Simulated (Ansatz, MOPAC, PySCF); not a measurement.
System: SiH3, net charge 0, doublet state. SMILES: [SiH3]
Geometry: optimised at B3LYP-D3(BJ)/def2-TZVP (Ansatz, a quantum-chemistry and plane-wave program).

Unscaled harmonic wavenumbers (cm⁻¹) in rising order, each level at the stationary point that it reaches from this structure (no distance between atoms moves by over 0.3 Å); the order of modes can differ between levels, and a negative number is imaginary. B3LYP-D3(BJ)/def2-TZVP (PySCF, at the structure above): 769, 937, 937, 2193, 2232, 2232.

PM3 (MOPAC): 639, 846, 846, 1873, 1873, 1891. Zero-point energy 11.4 against 13.3 kcal/mol; where all levels lie over 400 cm⁻¹, the wavenumbers are on average 0.863 times those of B3LYP-D3(BJ)/def2-TZVP.

PM6 (MOPAC): 761, 867, 867, 2034, 2081, 2081. Zero-point energy 12.4 against 13.3 kcal/mol; where all levels lie over 400 cm⁻¹, the wavenumbers are on average 0.939 times those of B3LYP-D3(BJ)/def2-TZVP.

PM7 (MOPAC): 514, 816, 816, 2352, 2369, 2369. Zero-point energy 13.2 against 13.3 kcal/mol; where all levels lie over 400 cm⁻¹, the wavenumbers are on average 0.934 times those of B3LYP-D3(BJ)/def2-TZVP.

HF/6-31G* (Ansatz): 875, 1015, 1015, 2364, 2383, 2383. Zero-point energy 14.3 against 13.3 kcal/mol; where all levels lie over 400 cm⁻¹, the wavenumbers are on average 1.086 times those of B3LYP-D3(BJ)/def2-TZVP.
